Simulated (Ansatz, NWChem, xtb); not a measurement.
**Ligand exchange: C2H6S + NaSH → CH4S2 + CH3Na**

Gas-phase species: C2H6S (dimethyl sulfide) `CSC`, singlet; NaSH `[Na][SH]`, singlet; CH4S2 (methyl hydrodisulfide) `CSS`, singlet; CH3Na `[CH3][Na]`, singlet. The partners trade CH3 for SH: S–CH3 and Na–SH bonds give way to S–SH and Na–CH3.

Shapes, held fixed at every level: PBE0-D4/def2-TZVP. Flexible molecules stand in one conformer, not always the lowest. Programs: Ansatz 0.2.0, NWChem 7.3.0, xtb 6.7.1. The zero-point and thermal change to 298 K, harmonic and unscaled (PBE0-D4/def2-TZVP), is -6.7 kJ/mol.

| level | kind | ΔH(298 K) (kJ/mol) | less CCSD(T)/def2-TZVPP |
| --- | --- | --- | --- |
| GFN0-xTB | semi-empirical | +141.5 | -34.7 |
| HF/def2-SVP | Hartree–Fock | +220.2 | +44.0 |
| HF/def2-TZVPP | Hartree–Fock | +206.3 | +30.1 |
| B3LYP/6-31G* (Cartesian functions) | global hybrid | +189.5 | +13.3 |
| wB97X-V/def2-TZVPP | range-separated hybrid | +179.0 | +2.8 |
| MP2/def2-SVP | perturbation theory | +198.3 | +22.1 |
| CCSD(T)/def2-SVP | coupled cluster or CI | +192.4 | +16.2 |
| CCSD/def2-TZVPP | coupled cluster or CI | +181.6 | +5.4 |
| CCSD(T)/def2-TZVPP | coupled cluster or CI | +176.2 | 0.0 |

The highest level, CCSD(T)/def2-TZVPP, gives ΔH(298 K) = +176.2 kJ/mol; the levels span +141.5 to +220.2. The column of differences is taken from that level and isn't an error. No measured value is set beside it here. Outer-core shells of Na are correlated, in sets that cover them unevenly.
